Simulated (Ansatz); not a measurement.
# SiH2− (doublet): the correlation ladder, aug-cc-pVDZ

The task here is to estimate one member of a computed series from the others.

Computed with Ansatz 0.2.0, Gaussian basis. Level: aug-cc-pVDZ, core rule «outside noble gas», up to 5 orbitals frozen.

Plan: UHF; CCSD(T) on ROHF; CCSD(T) on UHF; BCCD(T) on ROHF; CISD; CCSDT(Q) on ROHF; CCSDT(Q) on UHF; CASSCF and MRCISD+Q, 7 electrons in 6 orbitals; CASSCF and NEVPT2, 7 electrons in 6 orbitals.

17 further runs of the same task are left out: 6 that didn't finish, 11 set aside as unsound or not needed.

## The geometry

The geometry is a PBE0/def2-TZVPD stationary point (not a proven minimum).

3 atoms, charge -1, spin multiplicity 2.

Atoms are counted from 1 here; the program's logs count them from 0.

Bond lengths: Si1–H2 1.552 Å, Si1–H3 1.552 Å. Angles: H2–Si1–H3 91.9°.

Coordinates:

| atom | x (Å) | y (Å) | z (Å) |
| --- | --- | --- | --- |
| Si1 | 0.0000 | -0.0723 | 0.0000 |
| H2 | 0.0000 | 1.0067 | 1.1158 |
| H3 | 0.0000 | 1.0067 | -1.1158 |

The first run:

File in.yaml:

```yaml
crystal:
  periodic: [false, false, false]
  atoms:
    - {symbol: Si, position_ang: [0.000000, -0.072260, 0.000000]}
    - {symbol: H, position_ang: [0.000000, 1.006740, 1.115800]}
    - {symbol: H, position_ang: [0.000000, 1.006740, -1.115800]}
basis:
  gaussian: {orbitals: aug-cc-pVDZ}
total_charge: -1
magnetization: {spin_polarized: true, initial_magnetization: 1}
hamiltonian: {xc: hf}
output: {orbitals: {seedname: orbitals}}
```

The run is started by

```sh
ansatz run in.yaml --threads 1 --pin off --events-out ev --progress --plain --max-ram 2393MiB
```

Among the steps run: UHF; CCSD(T) on ROHF; CCSD(T) on UHF; BCCD(T) on ROHF; CISD; CCSDT(Q) on ROHF; CCSDT(Q) on UHF; CASSCF and MRCISD+Q, 7 electrons in 6 orbitals; CASSCF and NEVPT2, 7 electrons in 6 orbitals.

One table of the session follows, with a row left open; its other results are not shown here.

It belongs to the step «Misses and costs». 

| method | from UCCSDT(Q) (meV) |
| --- | --- |
| ROHF | +3893.1 |
| UHF | +3790.2 |
| RMP2 | +870.9 |
| UMP2 | +891.5 |
| CISD | +341.0 |
| RCCSD | +148.2 |
| UCCSD | +144.7 |
| RCCSD(T) | +30.9 |
| UCCSD(T) | +31.1 |
| BCCD(T) | +30.8 |
| RCCSDT | +5.3 |
| UCCSDT | +5.0 |
| RCCSDT(Q) | +0.3 |
| UCCSDT(Q) | 0 |
| CASSCF valence | +3061.6 |
| NEVPT2 valence | ? |
| MRCISD valence | +233.2 |
| MRCISD+Q valence | +12.0 |

**Question.** Estimate the row for NEVPT2 valence.

As computed: from UCCSDT(Q) (meV): +950.8. In the column «from UCCSDT(Q) (meV)» it lies between UMP2 (+891.5) and CASSCF valence (+3061.6).

Caveats from the session: Restricted and unrestricted rows rest on different reference determinants; where their highest levels disagree by more than a few hundredths of an eV, they describe different states and don't form one ladder.
